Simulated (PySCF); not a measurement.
**Structure from 2D NMR**

Compound of formula C5H10. Correlations simulated from computed shifts and the bond graph:

HSQC (one-bond C–H):
```
  δH     δC
5.05  119.7
4.98  119.7
2.19   37.7
1.83   23.7
1.06   16.2
```

COSY cross peaks (H two or three bonds apart, from the bond graph; peaks can be absent where the dihedral angle is near 90°):
```
  δH    δH
5.05  4.98
2.19  1.06
```

HMBC (two and three bonds, from the bond graph):
```
  δH                        δC
5.05         163.8, 37.7, 23.7
4.98         163.8, 37.7, 23.7
2.19  163.8, 119.7, 23.7, 16.2
1.83        163.8, 119.7, 37.7
1.06               163.8, 37.7
```

Carbons without hydrogens: δ 163.8.

In vacuum, rapidly exchanging positions averaged, relativity neglected, one computed conformer. Geometry from PBE0-D3(BJ)/def2-TZVP; PBE0/pcSseg-2 with gauge-including orbitals; PySCF 2.14.0 with density-fitted response routines.

Shifts are taken against calculated references (same method and geometry level): 1H, 13C against TMS.

Exchangeable hydrogens are left out of these lists.

Question: Assemble the structure.

Answer: `InChI=1S/C5H10/c1-4-5(2)3/h2,4H2,1,3H3`.

Atom-mapped SMILES (the numbers label the heavy atoms): `[CH2:1]=[C:2]([CH3:3])[CH2:4][CH3:5]`. Hydrogens are named by the atom that carries them. Ha(C1) is cis to C3; Hb(C1) is trans to C3.

δC 163.8 is C2, a fully substituted alkene carbon. δC 119.7 is C1, a terminal =CH2 carbon (δH 4.98, 5.05). δC 37.7 is C4, an allylic sp3 CH2 (δH 2.19). δC 23.7 is C3, an allylic methyl carbon (δH 1.83). δC 16.2 is C5, a methyl carbon (δH 1.06). HMBC from δH 5.05 reaches the proton-free carbon C2. HMBC from δH 4.98 reaches the proton-free carbon C2. HMBC from δH 2.19 reaches the proton-free carbon C2. HMBC from δH 1.83 reaches the proton-free carbon C2. COSY links 5.05–4.98, 2.19–1.06.

Shifts are as computed. Against solution values, carbons near 30 ppm lie about +3 ppm off and those near 130 ppm about +9 ppm. Of 1309 compounds with measured shifts, 239 miss one by over three times the rms of a fit or turn the order of signals round; such compounds aren't used in these exercises.
